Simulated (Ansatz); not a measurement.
Basis-set extrapolation for dimethyl ether (`COC`) (PBE0-D4/def2-TZVP geometry, frozen core, Ansatz). Multiplicity 1, RHF reference.

```csv
,def2-TZVPP,def2-QZVPP
HF,-154.132494,-154.140217
MP2 correlation,-0.596273,-0.637979
CCSD(T) correlation,-0.648885,not run
```

Energies in hartree. Use E(X) = E(∞) + A·exp(−7.88·√X) for Hartree–Fock and E(X) = E(∞) + B·X^(−2.97) for correlation, with X = 3 and 4, and add CCSD(T) minus MP2 of the smaller set to the MP2 limit.

Task: What is the CCSD(T) energy at the basis-set limit?

Result: HF limit: -154.140217 + (-0.007723) × 0.13774 = -154.14128. MP2 limit: -0.637979 + (-0.041706) × 0.74074 = -0.66887. Higher-order term: -0.648885 − (-0.596273) = -0.05261. Total: -154.86276 hartree, 51.1 kcal/mol below CCSD(T)/def2-TZVPP.
